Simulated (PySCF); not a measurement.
# C5H10O: the cost of one run

Programs: PySCF 2.14.0, with density-fitted response routines of our own. Each step states its level of theory. These are calculated values for one molecule, in the gas phase or a continuum, unless marked as measured. Atoms count from 0, in the outputs and in this text.

### 1 The molecule as given

16 atoms, charge 0, multiplicity 1; geometry from: GFN2-xTB. The atoms were then displaced at random by about 0.01 Å, so the start is not that level's minimum.

Bonds of the start (Å): C0–C1 1.51, C1–C2 1.52, C1–C3 1.55, C1–C4 1.52, C4–O5 1.20, C0–H6 1.07, C0–H7 1.10, C0–H8 1.12, C2–H9 1.08, C2–H10 1.09, C2–H11 1.11, C3–H12 1.14, C3–H13 1.06, C3–H14 1.07, C4–H15 1.09.

### 2 Optimising the geometry at PBE0-D3(BJ)/def2-SVP

Job settings and geometry (Å):

```
{"job": {"xc": "PBE0", "basis": "def2-SVP", "d3": "d3bj", "grid": 1, "shake": 0.01, "kind": "geom"}, "charge": 0, "multiplicity": 1}
C     -0.787990     0.680970     1.084960
C     -0.073420    -0.043100    -0.028850
C      1.002760    -0.942840     0.554360
C      0.589500     0.951590    -1.023220
C     -1.025430    -0.927010    -0.810600
O     -2.201320    -1.032670    -0.602120
H     -1.261130    -0.001700     1.766270
H     -0.107030     1.345590     1.632550
H     -1.595050     1.332140     0.674730
H      1.536420    -1.491470    -0.212090
H      0.582660    -1.659040     1.268130
H      1.757800    -0.335100     1.104200
H     -0.237800     1.595760    -1.467480
H      1.261380     1.584200    -0.500800
H      1.064190     0.409860    -1.820420
H     -0.524570    -1.469560    -1.608880
```

On the command line:

```console
$ OMP_NUM_THREADS=1 python probes_run.py task.json out
```

The driver reads the jobs from task.json and runs them one after another.

Q: Estimate the wall time and peak memory of this first job on 1 thread of AMD EPYC 9R45, shared host.

About 32 s, with a peak of 0.6 GiB.
